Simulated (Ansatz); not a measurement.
We consider 3C-SiC, described by PBE (plane waves, PAW; Ansatz, an electronic-structure program).

The same calculation (at the measured cell, 10.346 Å³/atom) with different numerical settings:

```csv
run,k mesh,high-frequency dielectric constant,dielectric constant ε0 (ions relaxed),zone-centre TO phonon frequency (cm⁻¹),rough time
1,4×4×4,6.181,9.507,790.7,under 3 core-s
2,6×6×6,6.727,10.074,788.5,5 core-s
3,8×8×8,6.894,10.244,788.2,10 core-s
4,12×12×12,6.955,10.306,788.1,20 core-s
5,16×16×16,6.960,10.311,788.1,60 core-s
6,20×20×20,6.961,10.312,788.1,90 core-s
```

In the column static dielectric constant the first row differs from the last by -0.805 and the next to last by -0.001.

The last row is no converged limit: other settings stay fixed.
